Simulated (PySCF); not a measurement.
Neon: a sound run and one with changed settings

Sound run: Ne [Ne], Ne⁺ [He] 2s2 2p5. Calculation: PySCF 2.14, in aug-cc-pVDZ-DK; the spin-free X2C one-electron Hamiltonian (Gaussian nucleus). In the sound run the correlated levels freeze 1s2. The sound run starts from symmetry-adapted Hartree-Fock orbitals and uses a fine grid where one is needed.

Changed run: all electrons correlated in a basis built for the valence shell.

```csv
species,method,sound run (hartree),changed run (hartree),converged
Ne,MP2,-128.83986,-128.84205,yes
Ne,CCSD(T),-128.84591,-128.84791,yes
Ne⁺,MP2,-128.04633,-128.04837,yes
Ne⁺,CCSD(T),-128.05938,-128.06127,yes
```

Ionisation energy of Ne:

| method | sound run (eV) | changed run (eV) |
| --- | --- | --- |
| UHF | 19.829 | 19.829 |
| MP2 | 21.593 | 21.597 |
| SCS-MP2 | 21.447 | 21.449 |
| CCSD | 21.372 | 21.374 |
| CCSD(T) | 21.403 | 21.405 |

A valence basis has no tight correlating functions, so it recovers only part of the core correlation, and not evenly between atom and ion.

For comparison, NIST gives 21.565 eV between the lowest levels.
